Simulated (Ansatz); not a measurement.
## A basis-limit estimate, worked out

An elementary step of CH₈Si₂, singlet (CH₈Si₂ ([CH3][SiH2][SiH3]) → Si₂H₄ ([SiH][SiH3]) + CH₄; Si–C, Si–H broken or loosened, C–H formed or tightened). “Start” and “end” are the PBE0-D4/def2-TZVP structures reached by relaxing down either side of its saddle point, with the molecules still in contact.

Computed with Ansatz 0.2.0 (basis: def2-TZVPP and def2-QZVPP); correlated methods freeze the cores.

Energies in eV:

| quantity | end | start |
| --- | --- | --- |
| Hartree–Fock, triple zeta (X = 3) | -16880.36136 | -16882.67929 |
| Hartree–Fock, quadruple zeta (X = 4) | -16880.89694 | -16883.22473 |
| MP2 correlation, X = 3 | -12.04364 | -12.00061 |
| MP2 correlation, X = 4 | -12.84104 | -12.81078 |
| CCSD(T) correlation, X = 3 | -14.26367 | -14.08081 |

Q: Work out the step energy at the basis limit: extrapolate Hartree–Fock as E(X) = E∞ + A exp(−7.88 √X) and the MP2 correlation as E(X) = E∞ + B X^−2.97 (the exponents that Neese and Valeev fitted for def2-TZVPP and QZVPP), then add CCSD(T) − MP2 in triple zeta.

A: Each step is linear, so take the differences first (end − start): Hartree–Fock 2.31793 (X = 3) and 2.32779 (X = 4); MP2 correlation -0.04303 and -0.03026; CCSD(T) correlation -0.18286.
Two points give E∞ = E(4) + w [E(4) − E(3)], with w = 1/(exp(7.88 (2 − √3)) − 1) = 0.1377 for Hartree–Fock and w = 1/((4/3)^2.97 − 1) = 0.7407 for the correlation.
Hartree–Fock: 2.32779 + 0.1377 × 0.00986 = 2.3291 eV.
MP2 correlation: -0.03026 + 0.7407 × 0.01277 = -0.0208 eV.
CCSD(T) − MP2: -0.18286 − (-0.04303) = -0.1398 eV.
Sum: 2.3291 + (-0.0208) + (-0.1398) = 2.1685 eV, or 50.01 kcal/mol. Plain CCSD(T) in triple zeta gives 2.1351 eV, so the larger basis shifts the result by 0.0334 eV.

T1 diagnostic: at most 0.014. The restricted Hartree–Fock reference is unstable towards an unrestricted one at one or more of these structures.

Losses and insertions of silylenes and their heavier kin drive the gas-phase chemistry of silicon and germanium vapour deposition.

Labels in which every atom is bracketed show which atoms are joined, not bond orders.

For scale, one of the runs: CCSD(T)/def2-TZVPP, 227 basis functions, launched by `ansatz run in.yaml --threads 4 --pin off --events-out ev --progress --plain --max-ram 9574MiB`. Hardware: 4 CPU threads of an AMD EPYC, shared host. Wall time 74 s; peak host memory 3.5 GiB.
